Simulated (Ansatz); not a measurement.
Basis-set limit of CH2NO, doublet

```yaml
atoms:
  - { symbol: O, position_ang: [-1.3213, -0.1853, 0.0000] }
  - { symbol: H, position_ang: [-1.5706, 0.7413, 0.0000] }
  - { symbol: H, position_ang: [-0.3617, -0.1853, 0.0000] }
  - { symbol: N, position_ang: [2.2068, -0.1853, 0.0000] }
  - { symbol: C, position_ang: [1.0467, -0.1853, 0.0000] }
```

Connectivity, by distances: OH2 ··· N–C.

Ansatz 0.2.0, UHF determinant, valence electrons correlated. Energies in eV.

```tsv
set	X	functions	Hartree–Fock	MP2 correlation	CCSD(T) correlation	time
def2-TZVPP	3	121	-4578.7590	-15.0489	-16.8460	23 s on 1 × NVIDIA H100 80GB HBM3 with 1 thread of AMD EPYC 7R13 Processor (Zen 3), on a shared host
def2-QZVPP	4	231	-4578.9589	-16.1639	-17.8868	32 s on 1 × NVIDIA H100 80GB HBM3 with 1 thread of AMD EPYC 7R13 Processor (Zen 3), on a shared host
```

Hartree–Fock is taken to follow E(X) = E∞ + A·exp(−7.88·√X), correlation E(X) = E∞ + B·X^−2.97.

Cautions: higher spins were not checked; ⟨S²⟩ of the determinant is 1.11 against 0.75, spin contaminated.

Question: Work out the CCSD(T) energy at the limit, and how far the shortcut misses it that extrapolates MP2 and adds CCSD(T) minus MP2 from the smaller set.

Answer: Hartree–Fock: E∞ = E4 + 0.1377·(E4 − E3) = -4578.9864. Correlation: E∞ = E4 + 0.7407·(E4 − E3) = -18.6577 for CCSD(T) and -16.9899 for MP2. The limit is -4597.6441 eV, 0.798 eV below def2-QZVPP. The shortcut gives a correlation energy of -16.9899 + (-1.7971) = -18.7870, 129 meV lower than the direct value.
